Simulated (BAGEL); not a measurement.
# B3LYP/6-31G(d) (density fitting with qzvpp-jkfit, spherical functions) run of BSiH5 (boranylsilane)

Aim: the energy change on altering one bond length of BSiH5 (boranylsilane) at B3LYP/6-31G* (density fitting with qzvpp-jkfit, spherical functions), from 2 runs. 

The calculation is run with BAGEL 1.2.2.

20 further runs of the same task are left out: 20 set aside as unsound or not needed.

### 1 The structure to begin with

BSiH5: 7 atoms, total charge 0, spin state singlet. SMILES: `B[SiH3]`. The coordinates come from a PBE0-D4/def2-TZVP relaxation.

Bond lengths: B1–Si2 2.010 Å, B1–H3 1.196 Å, B1–H4 1.195 Å, Si2–H5 1.492 Å, Si2–H6 1.492 Å, Si2–H7 1.487 Å. Angles: B1–Si2–H5 108.8°, B1–Si2–H6 108.8°, B1–Si2–H7 115.1°, Si2–B1–H3 118.9°, Si2–B1–H4 123.6°, H5–Si2–H6 107.3°, H5–Si2–H7 108.3°, H6–Si2–H7 108.3°, H3–B1–H4 117.5°.

### 2 A single-point energy at B3LYP/6-31G(d) (density fitting with qzvpp-jkfit, spherical functions)

dft.json reads:

```json
{ "bagel" : [

{
  "title" : "molecule",
  "basis" : "6-31gs.json",
  "df_basis" : "qzvpp-jkfit",
  "angstrom" : "true",
  "geometry" : [
    { "atom" : "B", "xyz" : [      -0.043200,      -1.189000,       0.204300 ] },
    { "atom" : "Si", "xyz" : [       0.089100,       0.785300,      -0.148500 ] },
    { "atom" : "H", "xyz" : [      -1.126000,      -1.690600,       0.290100 ] },
    { "atom" : "H", "xyz" : [       0.906400,      -1.902500,       0.335400 ] },
    { "atom" : "H", "xyz" : [      -0.616000,       1.093400,      -1.427200 ] },
    { "atom" : "H", "xyz" : [      -0.623600,       1.516700,       0.939600 ] },
    { "atom" : "H", "xyz" : [       1.474500,       1.318800,      -0.239500 ] }
  ]
},

{
  "title" : "ks",
  "xc_func" : "b3lyp"
},

{
  "title" : "print",
  "file" : "orbitals.molden",
  "orbitals" : "true"
}

]}
```

The basis set 6-31G* is read from a file made from the Basis Set Exchange's data (not shown).

Started as:

```console
$ BAGEL_NUM_THREADS=1 BAGEL dft.json > dft.out
```

Output:

```text
* using 1 threads per process

  ===============================================================
  ===============================================================

  *** Geometry ***

  { "atom" : "B", "xyz" : [     -0.081636,     -2.246884,      0.386071 ] },
  { "atom" : "Si", "xyz" : [      0.168375,      1.484002,     -0.280624 ] },
  { "atom" : "H", "xyz" : [     -2.127832,     -3.194771,      0.548210 ] },
  { "atom" : "H", "xyz" : [      1.712848,     -3.595204,      0.633814 ] },
  { "atom" : "H", "xyz" : [     -1.164071,      2.066227,     -2.697017 ] },
  { "atom" : "H", "xyz" : [     -1.178433,      2.866148,      1.775587 ] },
  { "atom" : "H", "xyz" : [      2.786401,      2.492171,     -0.452589 ] },

  Number of auxiliary basis functions:      293

  Since a DF basis is specified, we compute 2- and 3-index integrals:
    o Being stored without compression. Storage requirement is 0.004 GB

  Number of basis functions:       42
  Number of electrons      :       24

    * METHOD: MOLECULE                             0.09

  *** Kohn-Sham DFT ***

    * Removing 10345 points whose weight is below 1.00e-10
    * Grid points: 93997

  === Nuclear Repulsion ===
    47.5644489367

       - DIIS with orbital gradients will be used.

  === KS iteration (b3lyp / 6-31gs.json) ===
      0       -302.39500247          0.09860022           0.24
      1       -301.42038278          0.16010054           0.20
      2       -306.22243781          0.12629087           0.20
      3       -315.41291029          0.07062474           0.18
      4       -317.11096846          0.02872160           0.18
      5       -317.28456793          0.00783984           0.18
      6       -317.29479010          0.00578072           0.18
      7       -317.30164072          0.00169016           0.17
      8       -317.30229507          0.00031888           0.17
      9       -317.30231639          0.00004739           0.19
     10       -317.30231674          0.00000357           0.17
     11       -317.30231674          0.00000089           0.17
     12       -317.30231674          0.00000031           0.14
     13       -317.30231674          0.00000007           0.15
     14       -317.30231674          0.00000001           0.17
     15       -317.30231674          0.00000000           0.14
    * SCF iteration converged.

    * Permanent dipole moment:
           (    0.000013,     0.170558,    -0.030597) a.u.

    * METHOD: KS                                   3.23

    * METHOD: PRINT                                0.00

  ===============================================================
```

It took 3.6 s on 1 thread of Intel Xeon Platinum 8488C (Sapphire Rapids), shared host; peak memory 0.21 GiB.

### 3 The distorted shape at the same level

dft.json reads:

```json
{ "bagel": [

{
  "title": "molecule",
  "basis": "6-31gs.json",
  "df_basis": "qzvpp-jkfit",
  "angstrom": "true",
  "geometry": [
    { "atom": "B", "xyz": [      -0.251045,      -1.269038,       0.217952 ] },
    { "atom": "Si", "xyz": [      -0.118745,       0.705262,      -0.134848 ] },
    { "atom": "H", "xyz": [      -1.333845,      -1.770638,       0.303752 ] },
    { "atom": "H", "xyz": [       0.698555,      -1.982538,       0.349052 ] },
    { "atom": "H", "xyz": [      -0.823845,       1.013362,      -1.413548 ] },
    { "atom": "H", "xyz": [      -0.831445,       1.436662,       0.953252 ] },
    { "atom": "H", "xyz": [       1.474500,       1.318800,      -0.239500 ] }
  ]
},

{
  "title": "ks",
  "xc_func": "b3lyp"
},

{
  "title": "print",
  "file": "orbitals.molden",
  "orbitals": "true"
}

]}
```

The basis set 6-31G* is read from a file made from the Basis Set Exchange's data (not shown).

Started as:

```console
$ BAGEL_NUM_THREADS=1 BAGEL dft.json > dft.out
```

Output:

```text
* using 1 threads per process

  ===============================================================
  ===============================================================

  *** Geometry ***

  { "atom" : "B", "xyz" : [     -0.474406,     -2.398134,      0.411870 ] },
  { "atom" : "Si", "xyz" : [     -0.224396,      1.332752,     -0.254826 ] },
  { "atom" : "H", "xyz" : [     -2.520602,     -3.346021,      0.574008 ] },
  { "atom" : "H", "xyz" : [      1.320078,     -3.746454,      0.659613 ] },
  { "atom" : "H", "xyz" : [     -1.556841,      1.914977,     -2.671219 ] },
  { "atom" : "H", "xyz" : [     -1.571203,      2.714898,      1.801385 ] },
  { "atom" : "H", "xyz" : [      2.786401,      2.492171,     -0.452589 ] },

  Number of auxiliary basis functions:      293

  Since a DF basis is specified, we compute 2- and 3-index integrals:
    o Being stored without compression. Storage requirement is 0.004 GB

  Number of basis functions:       42
  Number of electrons      :       24

    * METHOD: MOLECULE                             0.07

  *** Kohn-Sham DFT ***

    * Removing 10148 points whose weight is below 1.00e-10
    * Grid points: 94194

  === Nuclear Repulsion ===
    46.8209918261

       - DIIS with orbital gradients will be used.

  === KS iteration (b3lyp / 6-31gs.json) ===
      0       -302.30741016          0.09639649           0.24
      1       -301.58101969          0.15914201           0.15
      2       -306.60907396          0.12508247           0.13
      3       -315.47069698          0.06940930           0.13
      4       -317.05545010          0.03079292           0.13
      5       -317.26754426          0.00898362           0.13
      6       -317.28102684          0.00633578           0.14
      7       -317.28980028          0.00165055           0.17
      8       -317.29040570          0.00040295           0.16
      9       -317.29044037          0.00005885           0.18
     10       -317.29044105          0.00000491           0.18
     11       -317.29044105          0.00000112           0.18
     12       -317.29044105          0.00000033           0.17
     13       -317.29044105          0.00000007           0.17
     14       -317.29044105          0.00000001           0.17
     15       -317.29044105          0.00000000           0.18
    * SCF iteration converged.

    * Permanent dipole moment:
           (    0.142818,     0.238990,    -0.042371) a.u.

    * METHOD: KS                                   3.07

    * METHOD: PRINT                                0.01

  ===============================================================
```

It took 3.6 s on 1 thread of Intel Xeon Platinum 8488C (Sapphire Rapids), shared host; peak memory 0.21 GiB.

### 4 What came out

At B3LYP/6-31G* (density fitting with qzvpp-jkfit, spherical functions):

| quantity | value |
| --- | --- |
| first shape: total energy | -317.30232 Eh |
| first shape: dipole moment | 0.44 D |
| first shape: HOMO energy | -8.13 eV |
| first shape: LUMO energy | -2.36 eV |
| first shape: HOMO–LUMO gap | 5.77 eV |
| distorted shape: total energy | -317.29044 Eh |
| distorted shape: dipole moment | 0.72 D |
| distorted shape: HOMO energy | -8.18 eV |
| distorted shape: LUMO energy | -2.44 eV |
| distorted shape: HOMO–LUMO gap | 5.74 eV |
| energy change with the Si2–H7 bond stretched from 1.487 to 1.711 Å | 0.323 eV |

With the Si2–H7 bond stretched from 1.487 to 1.711 Å the energy rises by 0.32 eV (7.5 kcal/mol). The first shape isn't relaxed at this level, so the change isn't measured from a minimum.
